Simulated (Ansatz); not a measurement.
Worked example: vertical ionisation energy of SiH3O (SMILES [O][SiH3])

SiH3O has 5 atoms, charge 0, and is taken as a doublet. SMILES: `[O][SiH3]`. The coordinates come from a GFN2-xTB relaxation.

Both states at this one shape; open shells run unrestricted unless said. 1 Eh = 27.2114 eV.

| level | program | doublet SiH3O (Eh) | singlet SiH3O+ (Eh) |
| --- | --- | --- | --- |
| U-revPBE/STO-3G | Ansatz | -361.928299 | -361.570350 |
| U-r2SCAN0/STO-3G | Ansatz | -361.965923 | -361.572192 |
| UHSE06/STO-3G | Ansatz | -361.810343 | -361.430820 |

Q: Work out the vertical ionisation energy at each level.

A: 
1. U-revPBE/STO-3G: -361.570350 − (-361.928299) = 0.357949 Eh = 9.74 eV.
2. U-r2SCAN0/STO-3G: -361.572192 − (-361.965923) = 0.393731 Eh = 10.71 eV.
3. UHSE06/STO-3G: -361.430820 − (-361.810343) = 0.379523 Eh = 10.33 eV.

No measured value is set beside it here; the levels span 9.74 to 10.71 eV. Minimal sets are far from the basis-set limit.
